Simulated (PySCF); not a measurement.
C₄H₇FO.
Numbering: `[CH2:1]=[C:2]([CH2:3][F:4])[O:5][CH3:6]` (hydrogens: H7, H8 on C1; H9, H10 on C3; H11, H12, H13 on C6)

Jobs on this species (13 atoms, 48 electrons) with PySCF (density fitting). Hardware of each: an Arm Neoverse V1 with one thread, no GPU (shared host). The host was shared with other jobs, so the times are rough. Peak memory is the resident size of the whole Python process, interpreter and libraries included.

```
                                                                 level and settings                                                          work  basis functions  SCF cycles  wall time  peak memory
     delta-SCF UKS PBE, pcX-2 on the ionised atom, pcseg-1 elsewhere, spin-free X2C                                 ΔSCF core ionisation, 6 holes              150           ?          ?            ?
    delta-SCF UKS SCAN, pcX-1 on the ionised atom, pcseg-1 elsewhere, spin-free X2C                                 ΔSCF core ionisation, 6 holes              129           ?          ?            ?
delta-SCF UKS SCAN, def2-TZVP on the ionised atom, pcseg-1 elsewhere, spin-free X2C                                 ΔSCF core ionisation, 6 holes              136         111       38 s     0.58 GiB
                                                 PBE0-D3(BJ)/def2-SVP, grid level 1  geometry optimisation from a GFN2-xTB start shaken at random              119          54       38 s     0.51 GiB
   delta-SCF UKS B3LYP, pcX-2 on the ionised atom, pcseg-1 elsewhere, spin-free X2C                                 ΔSCF core ionisation, 6 holes              150         101       44 s     0.61 GiB
 delta-SCF UKS SCAN, pcX-2 on the ionised atom, pcseg-1 elsewhere, non-relativistic                                 ΔSCF core ionisation, 6 holes              150         112       39 s     0.58 GiB
    delta-SCF UKS PBE0, pcX-2 on the ionised atom, pcseg-1 elsewhere, spin-free X2C                                 ΔSCF core ionisation, 6 holes              150          98       42 s     0.58 GiB
      delta-SCF UKS HF, pcX-2 on the ionised atom, pcseg-1 elsewhere, spin-free X2C                                 ΔSCF core ionisation, 6 holes              150         107       27 s     0.58 GiB
    delta-SCF UKS SCAN, pcX-2 on the ionised atom, pcseg-1 elsewhere, spin-free X2C                                 ΔSCF core ionisation, 6 holes              150         112       41 s     0.54 GiB
```

Fill in the missing figures.

- delta-SCF UKS PBE, pcX-2 on the ionised atom, pcseg-1 elsewhere, spin-free X2C; ΔSCF core ionisation, 6 holes: 23 s, 0.58 GiB, 102 SCF cycles
- delta-SCF UKS SCAN, pcX-1 on the ionised atom, pcseg-1 elsewhere, spin-free X2C; ΔSCF core ionisation, 6 holes: 33 s, 0.58 GiB, 110 SCF cycles

What do all jobs in the table cost together?

About 5.4 min; the longest takes about 14 % of that, and about 1.9 times as long as the shortest.
